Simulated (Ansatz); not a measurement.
# C2H6N+: one structure at several levels

How do the functionals fare away from a minimum? The structure is a structure displaced at random from a GFN2-xTB minimum.

Computed with Ansatz 0.2.0, Gaussian basis. Level: single points in def2-TZVPP.

Correlated methods freeze the cores.

**1. The starting structure**

SMILES `C=C[NH3+]`, 9 atoms, charge 1, spin multiplicity 1.

Atoms are counted from 1 here; the program's logs count them from 0.

Bond lengths: C1–C2 1.337 Å, C1–H4 1.016 Å, C1–H5 1.120 Å, C2–N3 1.467 Å, C2–H6 1.015 Å, N3–H7 1.140 Å, N3–H8 1.066 Å, N3–H9 0.946 Å. Angles: C2–C1–H4 126.0°, C2–C1–H5 118.0°, H4–C1–H5 115.6°, C1–C2–N3 117.5°, C1–C2–H6 123.6°, N3–C2–H6 118.9°, C2–N3–H7 109.3°, C2–N3–H8 113.0°, C2–N3–H9 104.4°, H7–N3–H8 106.2°, H7–N3–H9 109.2°, H8–N3–H9 114.7°.

Coordinates:

```xyz
9
C2H6N
C    -0.8074    0.8590   -0.5847
C     0.3416    0.4363   -0.0472
N     0.3546   -0.8977    0.5638
H    -1.6799    0.3400   -0.6114
H    -0.7931    1.8130   -1.1716
H     1.1959    0.9849   -0.0453
H     1.3989   -1.1168    0.9665
H     0.1335   -1.6760   -0.1297
H    -0.2501   -0.8309    1.2882
```

**2. CCSD(T)/def2-TZVPP**

Contents of run/in.yaml:

```yaml
crystal:
  periodic: [false, false, false]
  atoms:
    - {symbol: C, position_ang: [-0.807400, 0.859000, -0.584700]}
    - {symbol: C, position_ang: [0.341600, 0.436300, -0.047200]}
    - {symbol: N, position_ang: [0.354600, -0.897700, 0.563800]}
    - {symbol: H, position_ang: [-1.679900, 0.340000, -0.611400]}
    - {symbol: H, position_ang: [-0.793100, 1.813000, -1.171600]}
    - {symbol: H, position_ang: [1.195900, 0.984900, -0.045300]}
    - {symbol: H, position_ang: [1.398900, -1.116800, 0.966500]}
    - {symbol: H, position_ang: [0.133500, -1.676000, -0.129700]}
    - {symbol: H, position_ang: [-0.250100, -0.830900, 1.288200]}
basis:
  gaussian: {orbitals: def2-TZVPP}
total_charge: 1
correlation: {method: ccsd_t}
output: {forces: true}
```

No record of the launch command was kept for these runs.

**3. PBE0-D4/def2-TZVPP**

Edit run/in.yaml of step 2 so:

```diff
@@ -15,3 +15,3 @@
 total_charge: 1
-correlation: {method: ccsd_t}
-output: {forces: true}
+hamiltonian: {xc: pbe0, dispersion: d4}
+output: {forces: true, orbitals: {seedname: orbitals}}
```

**4. wB97M-V/def2-TZVPP**

Edit run/in.yaml of step 3 so:

```diff
@@ -15,3 +15,3 @@
 total_charge: 1
-hamiltonian: {xc: pbe0, dispersion: d4}
-output: {forces: true, orbitals: {seedname: orbitals}}
+hamiltonian: {xc: {name: wB97M-V}}
+output: {forces: true}
```

**5. r2SCAN-D4/def2-TZVPP**

Edit run/in.yaml of step 4 so:

```diff
@@ -15,3 +15,3 @@
 total_charge: 1
-hamiltonian: {xc: {name: wB97M-V}}
+hamiltonian: {xc: r2scan, dispersion: d4}
 output: {forces: true}
```

**6. PBE-D4/def2-TZVPP**

Edit run/in.yaml of step 5 so:

```diff
@@ -15,3 +15,3 @@
 total_charge: 1
-hamiltonian: {xc: r2scan, dispersion: d4}
+hamiltonian: {xc: pbe, dispersion: d4}
 output: {forces: true}
```

**7. HSE06-D4/def2-TZVPP**

Edit run/in.yaml of step 6 so:

```diff
@@ -15,3 +15,3 @@
 total_charge: 1
-hamiltonian: {xc: pbe, dispersion: d4}
+hamiltonian: {xc: hse06, dispersion: d4}
 output: {forces: true}
```

**8. SPW92/def2-TZVPP**

Edit run/in.yaml of step 7 so:

```diff
@@ -15,3 +15,3 @@
 total_charge: 1
-hamiltonian: {xc: hse06, dispersion: d4}
+hamiltonian: {xc: lda}
 output: {forces: true}
```

(Steps that only read results are left out.)

**Question.** What will these runs give? Wanted: energy less free atoms, CCSD(T)/def2-TZVPP; RMS force component; RMS force error; HOMO and LUMO, PBE0-D4; T1 diagnostic.

As calculated:

```
                                  quantity                                                                                          value
energy less free atoms, CCSD(T)/def2-TZVPP                                                                                     -26.013 eV
                       RMS force component                                                           2.106 to 2.250 eV/Å over the methods
                           RMS force error  PBE0-D4 0.240, wB97M-V 0.229, r2SCAN-D4 0.193, PBE-D4 0.204, HSE06-D4 0.237, SPW92 0.430 eV/Å
                    HOMO and LUMO, PBE0-D4                                                                            -13.63 and -5.91 eV
                             T1 diagnostic                                                                                          0.010
```

In words: Against CCSD(T) the functionals' energies less atoms differ by -5.770 to -0.752 eV, PBE-D4 by -1.632 eV. A larger basis would deepen the CCSD(T) value, while the functionals are nearly converged already, so the order here is not reliable. On forces the order runs from r2SCAN-D4 to SPW92. Frozen-core CCSD(T) forces in triple zeta carry basis errors of their own, and this is one geometry, so small gaps rank nothing. The restricted Hartree–Fock reference is unstable towards an unrestricted one at one or more of these structures.
